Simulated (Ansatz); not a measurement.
Basis-set extrapolation for AlBH4O (`O[BH][AlH2]`) (PBE0-D4/def2-TZVP geometry, frozen core, Ansatz 0.2.0). Multiplicity 1, RHF reference.

|  | def2-TZVPP | def2-QZVPP |
| --- | --- | --- |
| HF | -343.849657 | -343.861783 |
| MP2 correlation | -0.420729 | -0.452687 |
| CCSD(T) correlation | -0.468191 | not run |

Energies in hartree. Use E(X) = E(∞) + A·exp(−7.88·√X) for Hartree–Fock and E(X) = E(∞) + B·X^(−2.97) for correlation, with X = 3 and 4, and add CCSD(T) minus MP2 of the smaller set to the MP2 limit.

Question: What is the CCSD(T) energy at the basis-set limit?

Answer: HF limit: -343.861783 + (-0.012126) × 0.13774 = -343.86345. MP2 limit: -0.452687 + (-0.031958) × 0.74074 = -0.47636. Higher-order term: -0.468191 − (-0.420729) = -0.04746. Total: -344.38727 hartree, 182.3 kJ/mol below CCSD(T)/def2-TZVPP.
